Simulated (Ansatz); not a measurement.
Geometry optimisation, RKS PBE0-D4/def2-SVP (Ansatz 0.2.0).

Input:

```yaml
crystal:
  periodic: [false, false, false]
  atoms:
    - { symbol: "N", position_ang: [-0.3553, 1.3652, -0.5425] }
    - { symbol: C, position_ang: [-0.2442, 0.4469, 0.5356] }
    - { symbol: C, position_ang: [0.8325, -0.5751, 0.2477] }
    - { symbol: S, position_ang: [0.5447, -1.6341, -1.1675] }
    - { symbol: H, position_ang: [-0.5127, 0.8926, -1.4504] }
    - { symbol: H, position_ang: [-1.261, 1.9594, -0.4194] }
    - { symbol: H, position_ang: [0.0334, 1.0059, 1.4524] }
    - { symbol: H, position_ang: [-1.1545, -0.0445, 0.7119] }
    - { symbol: H, position_ang: [1.8218, -0.0563, 0.108] }
    - { symbol: H, position_ang: [1.0013, -1.2162, 1.1623] }
    - { symbol: H, position_ang: [-0.6407, -2.2006, -0.6175] }
basis:
  gaussian: { orbitals: def2-SVP }
hamiltonian:
  xc: pbe0
  dispersion: d4
relax:
  f_tol: 0.02
  max_steps: 50
output:
  orbitals: {}
```

Command:

```bash
$ ansatz run input.yaml --threads 2 --pin off --max-ram 3072MiB --backend cpu --events-out ev --progress --plain --runs-dir out
```

Where does it end, and by what steps?

The forces met the threshold. After 6 steps the energy has fallen by 0.347 eV; H6 moved furthest, 0.14 Å.

```csv
step,energy less start (eV),largest force component (eV/Å),accepted
0,0.0000,2.374,yes
1,-0.3073,0.764,yes
2,-0.3424,0.188,yes
3,-0.3458,0.069,yes
4,-0.3464,0.032,yes
5,-0.3465,0.031,yes
6,-0.3466,0.011,yes
```

```xyz
11
Properties=species:S:1:pos:R:3
N -0.359 1.384 -0.564
C -0.260 0.461 0.541
C 0.826 -0.568 0.283
S 0.514 -1.619 -1.173
H -0.540 0.858 -1.420
H -1.141 2.021 -0.436
H 0.014 1.019 1.454
H -1.201 -0.083 0.785
H 1.771 -0.053 0.050
H 0.995 -1.204 1.164
H -0.554 -2.272 -0.664
```

The run took 18 s on 2 threads of Arm Neoverse V1 (shared host), peak memory 0.19 GiB.
